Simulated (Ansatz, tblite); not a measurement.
# The cluster KI2−: one state, many levels

How do method and basis change the picture of the cluster KI2− (singlet)?

Method: as each input shows; program: Ansatz 0.2.0, Gaussian basis.

Plan: GFN1-xTB, GFN2-xTB, PBE-D4/def2-TZVPD, r2SCAN-D4/def2-TZVPD, ωB97X-V/def2-TZVPD, CAM-B3LYP-D4/def2-TZVPD, HF/def2-TZVPD, r2SCAN0-D4/def2-TZVPD, LC-ωPBE/def2-TZVPD, PBE-D4/def2-SVPD, PBE0-D4/def2-SVPD, CCSD(T)/def2-TZVPPD, MP2/def2-TZVPD, RPA/def2-TZVPD.

3 further runs of the same task are left out: 1 that didn't finish, 2 set aside as unsound or not needed. Runs told in other sessions of the task aren't counted.

### 1 The structure

The singlet was relaxed beforehand with PBE0-D4/def2-TZVPD. At that level it is the lowest of the isomers that a small search found.

3 atoms, charge -1, spin multiplicity 1.

Bond lengths: K1–I2 3.262 Å, K1–I3 3.257 Å. Angles: I2–K1–I3 179.6°.

I takes a core potential in the def2 sets. No spin-orbit coupling is included. The ion is computed in the gas phase, without counter-ions or solvent.

PBE0-D4/def2-TZVPD was run before; its log isn't repeated, and its numbers join the tables.

### 2 GFN1-xTB

Tight binding, by tblite at 300 K electronic temperature and without a spin-polarisation term:

```python
tblite.interface.Calculator('GFN1-xTB', numbers, positions, charge=-1, uhf=0).singlepoint()
```

Energy -232.8615 eV, HOMO -6.12 eV, LUMO -0.91 eV; 0.005 s.

### 3 GFN2-xTB

Tight binding, by tblite at 300 K electronic temperature and without a spin-polarisation term:

```python
tblite.interface.Calculator('GFN2-xTB', numbers, positions, charge=-1, uhf=0).singlepoint()
```

Energy -223.3907 eV, HOMO -5.87 eV, LUMO -2.03 eV; 0.002 s.

### 4 PBE-D4/def2-TZVPD

start.molden holds the orbitals of an earlier run on this state, given as this run's starting guess.

in.yaml reads:

```yaml
crystal:
  periodic: [false, false, false]
  atoms:
    - {symbol: K, position_ang: [0.003481, 0.005158, -0.002935]}
    - {symbol: I, position_ang: [-0.627779, -2.019178, -2.481037]}
    - {symbol: I, position_ang: [0.624298, 2.014021, 2.483971]}
basis:
  gaussian: {orbitals: def2-TZVPD, initial_orbitals: start.molden}
total_charge: -1
hamiltonian: {xc: pbe, dispersion: d4}
scf: {omitted_lower_state_checks: [starts]}
output: {orbitals: {seedname: orbitals}}
```

Started as:

```console
$ ansatz run in.yaml --threads 4 --pin off --events-out ev --progress --plain --max-ram 3916MiB
```

After this run come: r2SCAN-D4/def2-TZVPD; ωB97X-V/def2-TZVPD; CAM-B3LYP-D4/def2-TZVPD; HF/def2-TZVPD; r2SCAN0-D4/def2-TZVPD; LC-ωPBE/def2-TZVPD; PBE-D4/def2-SVPD; PBE0-D4/def2-SVPD; CCSD(T)/def2-TZVPPD; MP2/def2-TZVPD; RPA/def2-TZVPD.

Q: Predict the results of all the runs planned. Wanted: gap in def2-TZVPD, named functionals and Hartree-Fock, smallest and largest; correlation energy, CCSD(T)/def2-TZVPPD; correlation energy, MP2/def2-TZVPD; PBE0 total energy, smallest basis above largest.

**Answer**, as computed:

| quantity | value |
| --- | --- |
| gap in def2-TZVPD, named functionals and Hartree-Fock, smallest and largest | 3.42 eV (PBE-D4), 8.30 eV (LC-ωPBE) |
| correlation energy, CCSD(T)/def2-TZVPPD | -31.09 eV |
| correlation energy, MP2/def2-TZVPD | -31.73 eV |
| PBE0 total energy, smallest basis above largest | 2.42 eV (def2-SVPD, def2-TZVPD) |

In words: Orbital gaps of the named functionals and Hartree-Fock in def2-TZVPD span 3.42 eV (PBE-D4) to 8.30 eV (LC-ωPBE); exact exchange widens it.
